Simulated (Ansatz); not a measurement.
**BHCl radical (SMILES [BH]Cl): a rigid scan of the bond length B1–Cl2**

The task here is to estimate one member of a computed series from the others.

Program: Ansatz 0.2.0, Gaussian basis. Level of theory: single points in def2-TZVPP. These are calculated values, not measurements.

Levels: PBE-D4, r2SCAN-D4, PBE0-D4, B3LYP-D4, wB97M-V, Hartree-Fock, MP2, CCSD, CCSD(T). The scan takes 1.539, 1.573, 1.623, 1.682, 1.747, 1.817, 1.892, 1.970, 2.052 Å.

Cores are frozen in the correlated methods. Orbitals are unrestricted. B3LYP uses VWN-RPA correlation.

19 further runs of the same task are left out: 19 set aside as unsound or not needed.

**The system as given**

The minimum, relaxed at PBE0-D4: SMILES `[BH]Cl`, 3 atoms, charge 0, spin multiplicity 2.

Atoms are counted from 1 here; the program's logs count them from 0.

Bond lengths: B1–Cl2 1.710 Å, B1–H3 1.193 Å. Angles: Cl2–B1–H3 123.5°.

Geometry (Å):

```xyz
3
BClH
B     0.0568   -0.4995   -0.0302
Cl    0.9279    0.8297    0.6001
H    -0.9956   -0.3950   -0.5832
```

Energies of the minimum (eV), from earlier single points: PBE-D4 -13207.95937, r2SCAN-D4 -13213.01689, PBE0-D4 -13209.15386, B3LYP-D4 -13214.88937, wB97M-V -13213.12928, CCSD(T) -13199.01389.

At the minimum the bond length B1–Cl2 is 1.710 Å.

Set-up of the first run:

ccsdt-tzvpp/in.yaml

```yaml
crystal:
  periodic: [false, false, false]
  atoms:
    - {symbol: B, position_ang: [0.056797, -0.499495, -0.030233]}
    - {symbol: Cl, position_ang: [0.840952, 0.697028, 0.537178]}
    - {symbol: H, position_ang: [-0.995610, -0.395026, -0.583170]}
basis:
  gaussian: {orbitals: def2-TZVPP}
magnetization: {spin_polarized: true, initial_magnetization: 1}
correlation: {method: ccsd_t}
scf: {omitted_lower_state_checks: [cluster_reference]}
```

No record of the launch command was kept for these runs.

Steps of the session up to this table: B1–Cl2 = 1.539 Å; B1–Cl2 = 1.573 Å; B1–Cl2 = 1.623 Å; B1–Cl2 = 1.682 Å; B1–Cl2 = 1.747 Å; B1–Cl2 = 1.817 Å; B1–Cl2 = 1.892 Å; B1–Cl2 = 1.970 Å; B1–Cl2 = 2.052 Å.

One table of the session follows, with a row left open; its other results are not shown here.

It belongs to the step «The curves». Energies less that of the minimum at the same level (kcal/mol):

```
bond length (Å)  PBE-D4  PBE0-D4  B3LYP-D4  wB97M-V  Hartree-Fock
          1.539    12.1     11.5      12.0     11.5          14.1
          1.573     7.4      6.9       7.4      7.0           8.9
          1.623     2.9      2.5       2.9      2.6           3.7
          1.682     0.3      0.2       0.3      0.2           0.6
1.710 (minimum)     0.0      0.0       0.0      0.0           0.0
          1.747       ?        ?         ?        ?             ?
          1.817     2.3      2.8       2.3      2.8           1.8
          1.892     6.3      7.2       6.4      7.1           5.8
          1.970    11.8     13.1      11.8     13.0          11.3
          2.052    18.3     20.1      18.3     19.9          18.1
```

Q: Estimate the row for bond length (Å) = 1.747 from the others.

**Answer.** PBE-D4: 0.2; PBE0-D4: 0.4; B3LYP-D4: 0.2; wB97M-V: 0.4; Hartree-Fock: 0.0.
